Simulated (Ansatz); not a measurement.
# SiNH2 (quartet): from Hartree-Fock to the top rungs, def2-QZVPP

One table from this session's results is given with a row withheld; the runs are named, their logs left out.

The runs use Ansatz 0.2.0, Gaussian basis; def2-QZVPP, core rule «outside noble gas», up to 6 orbitals frozen.

Plan: UHF; ROHF; CCSD(T) on UHF.

2 further runs of the same task are left out: 2 set aside as unsound or not needed.

## The geometry

The geometry is a PBE0/def2-TZVP stationary point (not a proven minimum) of the parent state, kept for this charge and spin.

4 atoms, charge 0, spin multiplicity 4.

Atoms are counted from 1 here; the program's logs count them from 0.

Bond lengths: Si1–N2 1.638 Å, Si1–H3 1.482 Å, Si1–H4 1.482 Å. Angles: N2–Si1–H3 122.4°, N2–Si1–H4 122.4°, H3–Si1–H4 115.2°.

The first run:

The input, in.yaml:

```yaml
crystal:
  periodic: [false, false, false]
  atoms:
    - {symbol: Si, position_ang: [0.000000, 0.000000, 0.483733]}
    - {symbol: N, position_ang: [0.000000, 0.000000, -1.153819]}
    - {symbol: H, position_ang: [0.000000, 1.251593, 1.277509]}
    - {symbol: H, position_ang: [0.000000, -1.251594, 1.277509]}
basis:
  gaussian: {orbitals: "def2-QZVPP.json"}
magnetization: {spin_polarized: true, initial_magnetization: 3}
hamiltonian: {xc: hf}
output: {orbitals: {seedname: orbitals}}
```

On the command line:

```bash
> ansatz run in.yaml --threads 1 --pin off --events-out ev --progress --plain --max-ram 4096MiB --backend cpu
```

Steps of the session up to this table: UHF; ROHF; CCSD(T) on UHF.

One of the session's tables, all rows but one given; the rest of the session is left out.

| method | from UCCSD(T) (meV) |
| --- | --- |
| ROHF | +8225.1 |
| UHF | +7944.8 |
| UMP2 | ? |
| UCCSD | +267.0 |
| UCCSD(T) | 0 |

Estimate the missing values for UMP2.

**Answer.** from UCCSD(T) (meV): +1199.1. In the column «from UCCSD(T) (meV)» it lies between UCCSD (+267.0) and UHF (+7944.8).
